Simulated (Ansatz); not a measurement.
Molecule: CH (charge 0, doublet). 
Coordinates optimised at B3LYP-D3(BJ)/def2-TZVP (Ansatz, an electronic-structure program):
SMILES: [CH]
```xyz
2

C      0.0000     0.0000    -0.1605
H      0.0000     0.0000     0.9630
```
Charge 0, spin multiplicity 2.

Property: atomisation energy (electronic, to ground-state atoms), in kcal/mol. Correlated levels leave the core frozen unless marked. Open shells are spin-unrestricted. No spin-orbit coupling. No relativistic terms. The coupled-cluster limit lacks core correlation, which all-electron functionals hold. CBS(X,Y): correlation extrapolated as X^-3; Hartree-Fock from the larger set (for Q and 5 zeta extrapolated as (X+1)exp(-9√X)).

```
level                                program  atomisation energy (kcal/mol)  minus last row
----------------------------  --------------  -----------------------------  --------------
r2SCAN-D3(BJ)/def2-TZVPD      Ansatz + dftd3                           82.8            -0.9
PBE0/def2-TZVP                        Ansatz                           82.8            -0.9
B2GP-PLYP-D3(BJ)/def2-TZVPD   Ansatz + dftd3                           81.0            -2.7
B2PLYP-D4/def2-TZVPD          Ansatz + dftd4                           82.3            -1.4
MP2/cc-pVQZ                           Ansatz                           76.4            -7.3
MP2/def2-QZVPP                        Ansatz                           76.4            -7.3
SCS-MP2/def2-SVP                      Ansatz                           73.5           -10.2
SCS-MP2/def2-TZVPPD                   Ansatz                           77.4            -6.3
CCSD(T)/def2-TZVPPD                   Ansatz                           81.7            -2.0
CCSD(T)/CBS(cc-pVQZ,cc-pV5Z)          Ansatz                           83.7             0.0
```

The UHF reference is spin-contaminated (<S^2> 0.35 over the pure value in the largest basis). The T1 diagnostic of CCSD in the largest basis is 0.109, which is high, so the coupled-cluster rows are less sure than usual.
